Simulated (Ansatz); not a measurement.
Zinc-blende InSb, relaxed in Ansatz (plane waves) with several semilocal functionals. Each gives its own volume and its own bulk modulus:

| level | V0 (Å³/atom) | bulk modulus (GPa) | ln V0 | ln B0 |
|---|---|---|---|---|
| LDA | 33.536 | 46.56 | 3.5126 | 3.8407 |
| r²SCAN | 35.222 | 43.30 | 3.5617 | 3.7682 |
| PBE | 36.511 | 36.73 | 3.5976 | 3.6036 |

Q: Fit a straight line to ln B0 against ln V0. What does it predict for PBEsol, whose volume is 34.627 Å³/atom?

A: With x = ln V0 and y = ln B0: means 3.55730 and 3.73750; Σ(Δx Δy) = -0.009874, Σ(Δx²) = 0.003642, so the slope is -2.71. At x = 3.5446 the line gives y = 3.73750 + (-2.71) × (3.5446 − 3.55730) = 3.7719, or 43.46 GPa. The run with PBEsol gives 42.82 GPa, -1.5 % from the line. The rows used scatter about it by up to 4.4 %, while the largest value lies 27 % above the smallest. For comparison, PBE's own equation of state has B′ = 4.9, the slope −d ln B/d ln V at a fixed functional; the two needn't agree, since functionals also differ at one volume.

Measured: 46.1 GPa (measured, 0 K value with the zero-point phonon effect removed; as tabulated in Mejia-Rodriguez and Trickey (2018), arXiv:1807.09216).

Ansatz's density-functional and Hartree–Fock values are scalar-relativistic unless marked +SOC, with PAW data made under PBE.

Ansatz is a first-principles code.
